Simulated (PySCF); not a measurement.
## OF⁻: one state, many levels of theory

State: ¹Σ⁺ (singlet), closed shell. Set-up: PySCF, no relativity, basis sets O aug-cc-pVDZ, F aug-cc-pVDZ. De refers to O + F⁻ in their high-spin ground configurations, without counterpoise correction. A positive dipole points towards F; it is taken about the centre of mass and depends on that origin.

| Level | Re (Å) | ωe (cm⁻¹) | De (eV) | μ (D) |
| --- | --- | --- | --- | --- |
| RHF | 1.493 | 771 | n/a | 0.95 |
| RHF-MP2 | 1.499 | 888 | 0.68 | n/a |
| RHF-SCS-MP2 | 1.508 | 865 | 0.65 | n/a |
| RHF-CCSD | 1.526 | 787 | n/a | n/a |
| RHF-CCSD(T) | 1.552 | 728 | 0.78 | n/a |
| PBE | 1.527 | 769 | 1.58 | 1.87 |
| r²SCAN | 1.517 | 797 | 1.20 | 1.77 |
| M06-L | 1.543 | 723 | n/a | 1.55 |
| PBE0 | 1.493 | 827 | 1.04 | 1.71 |
| HSE06 | 1.497 | 818 | 1.03 | 1.70 |
| MN15 | 1.489 | 830 | 1.24 | 1.66 |
| B2PLYP | 1.526 | 780 | 0.95 | 1.28 |

Task: Which functional lies closest to RHF-CCSD(T) in De, which farthest, and by how much do they differ from it?

Result: Closest is B2PLYP (-2.6 pm in Re, +7.1 % in ωe, +0.17 eV in De against RHF-CCSD(T) in the same basis), farthest PBE (-2.5 pm in Re, +5.6 % in ωe, +0.80 eV in De). CCSD(T) converges more slowly with the basis than the functionals do and binds too weakly in this one, so the order can change at the basis-set limit.

Task: What does the step from GGA to meta-GGA do here, going from PBE to r²SCAN?

Result: r²SCAN less PBE: -1.0 pm in Re, +3.6 % in ωe, -0.38 eV in De. 

Task: What does the triples do here, going from RHF-CCSD to RHF-CCSD(T)?

Result: RHF-CCSD(T) less RHF-CCSD: +2.6 pm in Re, -7.5 % in ωe. Correlation nearly always deepens the well. The bond lengthens, as in strong covalent bonds, where excitations into antibonding orbitals dominate.

Correlated steps freeze 2 core orbitals. Correlated levels converge slowly with the basis: in double zeta they bind strong bonds too weakly, by up to about 1 eV, and carry superposition errors of some tenths. For an ion De counts to the pair picked by the measured ionisation energies or electron affinities, which need not be the lowest pair at this level. Where the molecule has an RHF reference, its open-shell atoms are computed with UHF. The highest Kohn–Sham level is positive in this anion. Much of that is self-interaction error, but it also means that the finite basis helps to hold the extra electron. B2PLYP dipoles, levels and charges come from its SCF part alone. The CCSD T1 diagnostic is raised, a sign that a single reference may not be enough here.
